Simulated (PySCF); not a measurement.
Gas-phase reaction: 3 BCl2OH + B2O3 + 3 H → 2 B(OH)3 + 3 BCl2

Computed with PySCF and rigid-rotor harmonic-oscillator thermochemistry at 1 bar. † marks an energy on the PBE0/def2-TZVP geometry and frequencies; other levels use their own. CCSD(T) freezes the core. Open shells (unrestricted): H (multiplicity 2), BCl2 (multiplicity 2); the rest are closed-shell singlets. BCl2OH: computed as isolated molecules; such fragments, hydroxides, amides, oligomers or adducts are transient or little studied in the gas. CCSD(T) isn't extrapolated to the basis-set limit.

| level | ΔH°(298 K), kJ |
|---|---|
| CCSD(T)/def2-TZVPP† | … |
| PBE0/def2-SVP† | -57 |
| PBE0/def2-TZVP | -98 |
| LDA/def2-TZVP† | -112 |
| ωB97M-V/def2-TZVP† | … |

Question: Fill in the missing entries.

Answer: 
- CCSD(T)/def2-TZVPP†, ΔH°(298 K), kJ: -91
- ωB97M-V/def2-TZVP†, ΔH°(298 K), kJ: -48
